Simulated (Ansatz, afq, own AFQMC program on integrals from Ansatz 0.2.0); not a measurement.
AFQMC on a folder of integrals that Ansatz 0.2.0 wrote.

```yaml
crystal:
  periodic: [false, false, false]
  atoms:
    - {symbol: Si, position_ang: [-0.985450, 0.019286, 0.000000]}
    - {symbol: H, position_ang: [-1.480323, 1.418994, 0.000000]}
    - {symbol: H, position_ang: [-1.480322, -0.680568, 1.212183]}
    - {symbol: H, position_ang: [-1.480322, -0.680568, -1.212182]}
    - {symbol: H, position_ang: [0.743550, 0.019286, 0.000000]}
    - {symbol: O, position_ang: [1.831550, 0.019286, -0.000001]}
    - {symbol: H, position_ang: [2.083408, -0.920664, -0.000001]}
basis:
  gaussian: {orbitals: cc-pVDZ}
magnetization: {spin_polarized: true, initial_magnetization: 1}
correlation: {method: ccsd_t, electrons: outside_noble_gas, hamiltonian_folder: ham}
```

```sh
$ ansatz run in.yaml --threads 1 --pin off --events-out ev --progress --plain --max-ram 24576MiB --backend cuda --devices 0, --max-vram 18GiB
```

Options of the walk:

```
--method phaseless --trial cisd --walkers 4000 --populations 20 --least-time 60 --time-step 0.005 --steps-per-block 50 --equilibration-blocks 28 --max-blocks 4000 --target-error 0.00023 --factor-cut 1e-05 --start spin_pure --seed 1018 --release-times 0.24,0.51,0.99,1.5 --release-step 0.03 --release-every 4 --taylor-order 6
```

Times are imaginary, in 1/Eh. The walk had a cap of 123 s. With eight or more populations the least sampling time is a fifth of least-time, and the error comes from their spread.

afq prints:

```
orbitals 51  electrons 8 7  factors 391 of 527
reference energy -366.61080637 Eh
CCSD correlation -0.34487480 Eh in 11 cycles, weight of the determinant in the CISD state 0.8733
energy of the start -366.954533 Eh
 block  time / (1/Eh)  mean weight  energy / Eh
     1     0.250  1.0001  -366.949135
     2     0.500  0.9997  -366.953240
     3     0.750  1.0003  -366.956857
     4     1.000  1.0001  -366.958447
     5     1.250  0.9998  -366.961296
    12     3.000  1.0000  -366.964313
    19     4.750  0.9999  -366.963586
    26     6.500  0.9999  -366.964340
    31     7.750  0.9996  -366.965655
    33     8.250  1.0000  -366.963868
    40    10.000  1.0005  -366.963758
    47    11.750  0.9999  -366.963279
    54    13.500  0.9997  -366.962682
    60    15.000  1.0002  -366.962579
    61    15.250  1.0003  -366.963493
    68    17.000  0.9997  -366.964371
    75    18.750  0.9993  -366.965200
    78    19.500  1.0001  -366.964915
error from the spread of 20 populations
released: time / (1/Eh)  energy / Eh  error  mean overlap
  0.24  -366.964062  0.000179  0.9995
  0.51  -366.964266  0.000144  0.9968
  0.99  -366.964180  0.000192  0.9928
  1.50  -366.964134  0.000235  0.9916
energy -366.964061 +/- 0.000184 Eh
(rows thinned)
```

The run passed its tests (sampling time, drift between the halves within three errors, error under three times the target), which doesn't prove that it has relaxed.

Against this walk (error 5.0 meV) on the same determinant: CCSD(T) 39.2 meV higher, CCSDT(Q) 5.2 meV lower (within the noise). The error is statistical and leaves out the bias of the constraint. Released to 1.50 1/Eh the energy moves by -2 ± 8 meV (both errors), within twice the noise.

Cautions: constraint bias not in the error.

The walk took 110 s on 1 × NVIDIA H100 80GB HBM3 with 2 threads of AMD EPYC 7R13 Processor (Zen 3) (shared host) (the card was shared). The log's last line is the phaseless energy.

CCSDT and higher add their correlation energy to the determinant of the CCSD(T) run, since their own runs factorise the integrals more tightly (a shift of under 2 meV). A walk keeps the symmetry of its determinant, which the program's search chose and which needn't be the lowest solution, so a lower state of the same spin and another symmetry isn't excluded.
